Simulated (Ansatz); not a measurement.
# C3H3F: a ladder of functionals and wavefunction methods

The task here is to estimate one member of a computed series from the others.

Computed with Ansatz 0.2.0, Gaussian basis. Level: functionals in def2-TZVPP, the program's frozen cores in correlated methods.

Levels to be run: LDA (SPW92), PBE-D4, revPBE-D4, BLYP-D4, r2SCAN-D4, B97M-V, PBE0-D4, B3LYP-D4, r2SCANh-D4, r2SCAN0-D4, HSE06-D4, BHLYP-D4, CAM-B3LYP-D4, LC-ωPBE, ωB97X-V, ωB97M-V, B2PLYP, PBE-QIDH; CCSD(T)/def2-SVP; CCSD(T)/def2-TZVPP; MP2/def2-QZVPP; extrapolation to the limit; RPA on PBE.

### The geometry

All runs share one geometry, relaxed beforehand with PBE0-D4 in a triple-zeta def2 set.

SMILES `C=C=CF`, 7 atoms, charge 0, spin multiplicity 1.

Atoms are counted from 1 here; the program's logs count them from 0.

Bond lengths: C1–C2 1.299 Å, C1–H5 1.086 Å, C1–H6 1.086 Å, C2–C3 1.299 Å, C3–F4 1.343 Å, C3–H7 1.083 Å. Angles: C2–C1–H5 121.4°, C2–C1–H6 121.4°, H5–C1–H6 117.2°, C1–C2–C3 177.9°, C2–C3–F4 122.6°, C2–C3–H7 124.4°, F4–C3–H7 113.0°.

The first run:

Input file in.yaml:

```yaml
crystal:
  periodic: [false, false, false]
  atoms:
    - {symbol: C, position_ang: [-0.891666, 0.967471, 0.011951]}
    - {symbol: C, position_ang: [-0.009169, 0.014465, 0.000682]}
    - {symbol: C, position_ang: [0.888232, -0.924463, 0.032207]}
    - {symbol: F, position_ang: [1.051708, -1.802283, -0.971473]}
    - {symbol: H, position_ang: [-1.888572, 0.810574, 0.414026]}
    - {symbol: H, position_ang: [-0.665622, 1.952493, -0.386472]}
    - {symbol: H, position_ang: [1.576290, -1.086258, 0.853380]}
basis:
  gaussian: {orbitals: def2-TZVPP}
hamiltonian: {xc: lda}
output: {orbitals: {seedname: orbitals}}
```

On the command line:

```bash
ansatz run in.yaml --threads 2 --pin off --events-out ev --progress --plain --max-ram 4352MiB
```

Steps of the session up to this table: LDA; PBE-D4 (GGA); revPBE-D4 (GGA); BLYP-D4 (GGA); r2SCAN-D4 (meta-GGA); B97M-V (meta-GGA); B3LYP-D4 (hybrid); r2SCANh-D4 (hybrid); r2SCAN0-D4 (hybrid); HSE06-D4 (hybrid); BHLYP-D4 (hybrid); CAM-B3LYP-D4 (range-separated); LC-ωPBE (range-separated); ωB97X-V (range-separated); ωB97M-V (range-separated); B2PLYP (double hybrid); PBE-QIDH (double hybrid).

One table of the session follows, with a row left open; its other results are not shown here.

It belongs to the step «Orbital energies across the functionals». 

| functional | HOMO (eV) | gap (eV) |
| --- | --- | --- |
| LDA (SPW92) | -6.37 | 4.43 |
| PBE-D4 | ? | ? |
| revPBE-D4 | -6.15 | 4.56 |
| BLYP-D4 | -6.09 | 4.54 |
| r2SCAN-D4 | -6.43 | 4.98 |
| B97M-V | -6.48 | 5.13 |
| PBE0-D4 | -7.49 | 6.84 |
| B3LYP-D4 | -7.28 | 6.38 |
| r2SCANh-D4 | -6.91 | 5.84 |
| r2SCAN0-D4 | -7.64 | 7.12 |
| HSE06-D4 | -7.08 | 6.05 |
| BHLYP-D4 | -8.64 | 9.12 |
| CAM-B3LYP-D4 | -8.87 | 9.36 |
| LC-ωPBE | -10.22 | 11.93 |
| ωB97X-V | -9.84 | 11.47 |
| ωB97M-V | -9.73 | 11.24 |

Q: Estimate the row for PBE-D4 from the others.

The run gave: HOMO (eV): -6.21; gap (eV): 4.53. In the column «HOMO (eV)» it lies between LDA (SPW92) (-6.37) and revPBE-D4 (-6.15).
